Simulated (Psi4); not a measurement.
Basis sets over 5 cases of the proton affinity at HF with Psi4 (elements up to F), each against its own reference: (a) the value in aug-cc-pVQZ; (b) the value in def2-QZVPPD. By their distance from other large sets or by the extrapolation step the references are unsure by up to roughly 0.24 kcal/mol. B3LYP-D3(BJ)/def2-TZVP geometries; electronic energies, positive where released; the proton's site as shown, best or not; density fitting; no added dispersion term; no relativity. Psi4's default fits serve pcseg sets less well. 

Cases are drawn at random; left out are references unsure by over 0.33 kcal/mol, doubtful singlets; stability and T1 were not tested. Sets are drawn from those converged to one state in every case.

Cases (SMILES) and reference values:
- C(=C)=O + H+ → C=C=[OH+]: 166.56 kcal/mol (b)
- O(F)F + H+ → F[OH+]F: 114.84 kcal/mol (a)
- N#N (N2) + H+ → N#[NH+]: 121.26 kcal/mol (a)
- O (H2O) + H+ → [OH3+]: 175.49 kcal/mol (a)
- N (NH3) + H+ → [NH4+]: 215.86 kcal/mol (a)

```tsv
basis	functions over def2-SVP (largest species, mean of cases)	mean signed deviation (kcal/mol)	mean absolute	largest	within 1 kcal/mol
cc-pVDZ	1.0	0.11	2.54	4.89	2 of 5
def2-SVP	1.0	0.22	2.79	5.13	1 of 5
pcseg-1	1.0	-4.56	4.56	10.07	1 of 5
6-311G**	1.3	0.22	2.08	3.57	2 of 5
def2-SVPD	1.6	-1.57	1.57	3.77	1 of 5
aug-pcseg-1	1.7	-3.24	3.24	4.01	0 of 5
cc-pVTZ	2.4	0.61	0.77	1.54	3 of 5
def2-TZVPP	2.4	0.12	0.38	0.64	5 of 5
def2-TZVPD	2.4	-0.72	0.72	1.09	4 of 5
pcseg-3	5.0	0.14	0.14	0.17	5 of 5
```

Among the sets for which every case ran a larger relative (same family, alike in diffuse functions, listed or not), the smallest listed that holds all cases within 1 kcal/mol together with them is def2-TZVPP, at 2.4 times the functions of def2-SVP. Inside, though some case ran no larger relative to test it: pcseg-3. Largest deviations of relatives not listed, over the cases that ran them: def2-QZVP 0.21, def2-QZVPP 0.21, pcseg-4 0.12 kcal/mol. A case lies within its reference's uncertainty of the window's edge in def2-SVPD, def2-TZVPD. These figures hold for the cases listed.
